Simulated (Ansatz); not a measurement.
A made-up structure of MgSiH2Cl (charge +1), closed shell:

```csv
atom,x (Å),y (Å),z (Å)
Si1,-1.0538,0.4690,-0.5743
Mg2,1.4114,-0.6289,0.7695
Cl3,3.3641,-1.4972,1.8334
H4,-1.2905,2.0398,-1.0708
H5,-2.4313,-0.3826,-0.9578
```

It is relaxed with PBE-D4/def2-SVP and then PBE0-D4/def2-TZVP (Ansatz 0.2.0). Atoms count as bonded within 1.22 times the sum of their covalent radii (H–H: 0.88 Å). The end point is not checked to be a true minimum.

Q: Does its bonding change? (Judge from chemistry; the calculation decides.)

A: By the calculation: No: no bond forms or breaks.

Where it ends: The first stage lowers the energy by 0.70 eV in 5 steps. It ends as MgSiH₂Cl ([SiH2][Mg][Cl]), total charge +1:
```
atom    x (Å)    y (Å)    z (Å)
 Si1  -0.9408   0.4188  -0.5128
 Mg2   1.2602  -0.5613   0.6869
 Cl3   3.0035  -1.3369   1.6369
  H4  -1.1522   1.8212  -0.9561
  H5  -2.1706  -0.3418  -0.8550
```

Labels in which every atom is bracketed show which atoms are joined, not bond orders.

For scale, one of the runs: PBE0-D4/def2-TZVP relaxation, 118 basis functions, launched by `ansatz run in.yaml --threads 2 --pin off --events-out ev --progress --plain --max-ram 4352MiB`. The run took about 13 s on 2 CPU threads of an Arm Neoverse V1 (shared host).
